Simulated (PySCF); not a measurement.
Below is a simulated gas-phase O 1s photoelectron spectrum of `O=C(O)C(F)F`.

Every computed line was given a Gaussian of 0.5 eV full width at half maximum and an area set by the number of equivalent atoms; the highest printed point is 100. Computed, not measured: delta-SCF UKS SCAN, pcX-2 on the ionised atom, pcseg-1 elsewhere, spin-free X2C (PySCF).

(binding energy (eV), intensity): (538.3, 1), (538.4, 3), (538.5, 10), (538.6, 24), (538.7, 48), (538.8, 76), (538.9, 97), (539.0, 99), (539.1, 81), (539.2, 53), (539.3, 28), (539.4, 12), (539.5, 4), (539.6, 1), (539.7, 0), (539.8, 0), (539.9, 0), (540.0, 0), (540.1, 0), (540.2, 0), (540.3, 0), (540.4, 1), (540.5, 3), (540.6, 9), (540.7, 22), (540.8, 45), (540.9, 74), (541.0, 96), (541.1, 100), (541.2, 83), (541.3, 56), (541.4, 30), (541.5, 13), (541.6, 4), (541.7, 1), (541.8, 0)

Problem. How many maxima does the curve show, and how many computed lines lie under it?

Solution. The curve has 2 maxima (at 539.0 and 541.1 eV). Under it lie 2 lines from 2 inequivalent oxygen sites.

Problem. Decompose the envelope and assign each component. Numbering: `[O:1]=[C:2]([OH:3])[CH:4]([F:5])[F:6]`.

Solution. 
| position (eV) | relative area | line | atoms | environment |
| --- | --- | --- | --- | --- |
| 538.96 | 1 | O 1s | O1 | acid carbonyl oxygen |
| 541.07 | 1 | O 1s | O3 | acid hydroxyl oxygen |

Problem. Above which line width would these two lines show one maximum?

Solution. Two equal Gaussians merge once their distance is under 2σ = FWHM/1.177. With 2.11 eV between them that is a full width over 2.48 eV.

Lowest listed O 1s: O1, bonded to C (double bond). Highest, 2.11 eV above it: O3, bonded to C and H.

Shake-up satellites, vibrational structure and lifetime widths aren't simulated. Geometry: PBE0-D3(BJ)/def2-SVP, one conformer, isolated molecule.

The values belong to the conformer `[O:1]=[C:2]([OH:3])[CH:4]([F:5])[F:6]`: O1–C2–C4–F5 -28°, H–O3–C2–O1 0°.
